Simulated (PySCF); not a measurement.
Spin states of AlC

Unrestricted PBE0; Al 6-31G(d,p), C 6-31G(d,p); no relativity (PySCF 2.14). Outer shells of the fragments: Al 3s2 3p1; C 2s2 2p2.

Followed along the bond (rough minima from three points):

```json
{"2Ms+1": "4", "unpaired": "σ ↑, π ↑↑", "⟨S²⟩ at the start": "3.75", "R at minimum (Å)": "1.97", "Te (eV)": "0.00"}
{"2Ms+1": "2", "unpaired": "σ ↓, π ↑↑", "⟨S²⟩ at the start": "1.77", "R at minimum (Å)": "1.96", "Te (eV)": "0.57"}
{"2Ms+1": "2", "unpaired": "σ ↑, π ↑↓", "⟨S²⟩ at the start": "1.76", "R at minimum (Å)": "1.97", "Te (eV)": "0.66"}
{"2Ms+1": "2", "unpaired": "π ↑", "⟨S²⟩ at the start": "1.33", "R at minimum (Å)": "none in the scan", "Te (eV)": "≤ 1.39"}
```

Solutions found at the starting distance of 1.905 Å, counted from the lowest of them; the search is not exhaustive and high or unbound solutions are not listed, so other states can lie among these:

| 2Ms+1 | unpaired | term | E (eV) | ⟨S²⟩ | ⟨Lz²⟩ | μ (D) |
| --- | --- | --- | --- | --- | --- | --- |
| 4 | σ ↑, π ↑↑ | ⁴Σ⁻ | 0.00 | 3.75 | 0.00 | -1.05 |
| 2 | σ ↓, π ↑↑ | mixed | 0.57 | 1.77 | 0.00 | -1.71 |
| 2 | σ ↑, π ↑↓ | mixed | 0.66 | 1.76 | 2.01 | -1.35 |
| 2 | π ↑ | mixed | 1.37 | 1.33 | 1.00 | -2.61 |
| 2 | σ ↑ | mixed | 1.73 | 0.76 | 2.00 | -1.18 |
| 2 | π ↑ | ²Π | 1.98 | 0.75 | 1.00 | -0.29 |
| 4 | σ ↑↑, π ↑ | ⁴Π | 2.63 | 3.79 | 1.01 | -2.90 |
| 4 | π ↑↑↑ | mixed | 3.30 | 4.05 | 1.00 | -0.87 |

A term symbol is given only where ⟨S²⟩ and ⟨Lz²⟩ are close to those of a pure state; real π, δ and φ orbitals otherwise mix terms. A positive dipole means Al(−)C(+).
